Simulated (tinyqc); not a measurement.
Worked calculation: extended Hueckel theory, for HF. One step of it, computed by the program tinyqc.

Question. Mulliken analysis. P = C n C^T; charge = valence electrons (H 1, F 7) minus the sum of (P S)_ii on the atom; overlap population = 2 sum P_ij S_ij between two atoms.

coefficients:
```
              MO1        MO2        MO3       MO4        MO5
1F 2s    0.966639  -0.115861   0.000000  0.000000  -0.455436
1F 2px   0.000000   0.000000   0.897573  0.440867   0.000000
1F 2py   0.000000   0.000000  -0.440867  0.897573   0.000000
1F 2pz  -0.015086   0.897671   0.000000  0.000000  -0.560962
2H 1s    0.086943   0.250425   0.000000  0.000000   1.098037
```

occupations: 2.000000  2.000000  2.000000  2.000000  0.000000

overlap S, lower triangle:
```
           1F 2s    1F 2px    1F 2py    1F 2pz     2H 1s
1F 2s   1.000000
1F 2px  0.000000  1.000000
1F 2py  0.000000  0.000000  1.000000
1F 2pz  0.000000  0.000000  0.000000  1.000000
2H 1s   0.348803  0.000000  0.000000  0.307589  1.000000
```

Give: charges; Overlap populations.

Answer.

charges: 1F -0.6836, 2H 0.6836

Overlap populations:
```
pair     value
2-1   0.351745
```
